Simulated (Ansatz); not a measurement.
Relaxed structures of CH4SSi, singlet (PBE0-D4/def2-TZVP; forces vanish, vibrations not checked; lower isomers may exist, and structures with a doubtful reference or unclear bonds are left out; Å). Computed with Ansatz 0.2.0 (basis: def2-TZVPP); correlated methods freeze the cores.

Q: Rank them by CCSD(T) energy, lowest first, and give each one's height above the lowest. Links in brackets join atoms within 1.22 times the sum of their covalent radii (1.1 for two metals). (An estimate is asked for; the value comes from the calculation.)
A.
CH₄SSi ([CH3][SiH][S])
```
7
angstrom
C -0.6353 0.5345 -0.2647
Si 0.7212 -0.5849 0.3181
S 1.2963 -2.2540 -0.4903
H -1.3898 0.6405 0.5213
H -0.2328 1.5335 -0.4599
H -1.1054 0.1488 -1.1689
H 1.3458 -0.0183 1.5444
```
B.
CH₄SSi ([SiH][CH][SH2])
```
7
angstrom
C 0.1184 -0.5995 -0.3838
Si 1.4930 -1.3554 0.4887
S -0.5114 0.8644 0.1743
H -1.8772 0.7767 0.2413
H -0.6419 1.7342 -0.8765
H -0.3640 -1.0075 -1.2669
H 1.5812 -0.2405 1.5417
```
C.
CH₄SSi ([CH3][Si][SH])
```
7
angstrom
C -0.4916 0.4269 -0.2987
Si 1.0300 -0.5076 0.3506
S 0.6639 -2.3049 -0.7342
H -1.2950 0.2673 0.4335
H -0.2956 1.5024 -0.3123
H -0.8649 0.1148 -1.2763
H 1.7039 -2.9984 -0.2404
```
D.
CH₄SSi ([CH2][SiH][SH])
```
7
angstrom
C -0.4023 0.5461 -0.5105
Si 0.5769 -0.6179 0.2329
S 0.8391 -2.5807 -0.5065
H 1.6657 -2.9256 0.4939
H -0.4884 1.5346 -0.0744
H -0.9663 0.3697 -1.4176
H 1.3472 -0.3809 1.4707
```

A: The calculation gives: A (0.000 eV), C (0.629 eV), D (1.255 eV), B (4.006 eV). Heights count from the lowest.

The T1 diagnostic stays at or below 0.016. The restricted Hartree–Fock reference is unstable towards an unrestricted one at one or more of these structures.

For scale, one of the runs: CCSD(T)/def2-TZVPP, 171 basis functions, launched by `ansatz run in.yaml --threads 2 --pin off --events-out ev --progress --plain --max-ram 4352MiB`. Hardware: 2 CPU threads of an AMD EPYC 7B13, shared host. Wall time 18 s; peak host memory 1.3 GiB.
